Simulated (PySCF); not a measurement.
Species: 3,3-dimethyl-1-butene, C6H12.
SMILES with atom numbers: `[CH2:1]=[CH:2][C:3]([CH3:4])([CH3:5])[CH3:6]` (hydrogens: H7, H8 on C1; H9 on C2; H10, H11, H12 on C4; H13, H14, H15 on C5; H16, H17, H18 on C6)

Computed geometry: GFN2-xTB, gas phase.

Question: Give the optimised bond lengths and angles.

Answer: 
| bond | length (Å) | order |
| --- | --- | --- |
| C1=C2 | 1.319 | double |
| C2–C3 | 1.507 | single |
| C3–C4, C3–C5, C3–C6 | 1.533 | single |
| C1–H7 | 1.078 | single |
| C1–H8 | 1.076 | single |
| C2–H9 | 1.084 | single |
| C4–H10 and 8 like bonds | 1.088 | single |

Bonds in one row agree within 0.01 Å and their mean is given. Orders are formal, as drawn. A selection of angles:
| angle | degrees |
| --- | --- |
| C2–C1–H7 | 121.3 |
| C2–C1–H8 | 123.0 |
| H7–C1–H8 | 115.7 |
| C1–C2–C3 | 127.5 |
| C1–C2–H9 | 119.1 |
| C3–C2–H9 | 113.4 |
| C2–C3–C4 | 107.9 |
| C2–C3–C6 | 112.8 |
| C4–C3–C5 | 109.3 |
| C3–C4–H10 | 110.4 |
| C3–C4–H11 | 110.7 |
| H10–C4–H11 | 108.4 |
| H10–C4–H12 | 108.5 |

Torsions: C1–C2–C3–C4 121° (anticlinal).

The C–C distances run from 1.319 Å (C1=C2, drawn double) to 1.535 Å (C3–C5, drawn single), a spread of 0.216 Å. Of the pairs four or more bonds apart, C6···H8 is among the closest relative to their van der Waals radii: 2.63 Å, 91 % of the sum of Bondi's values.

Point group: Cs (every atom within 0.08 Å of its image). No GFN2-xTB frequencies stand behind this structure, so it isn't proved a minimum.
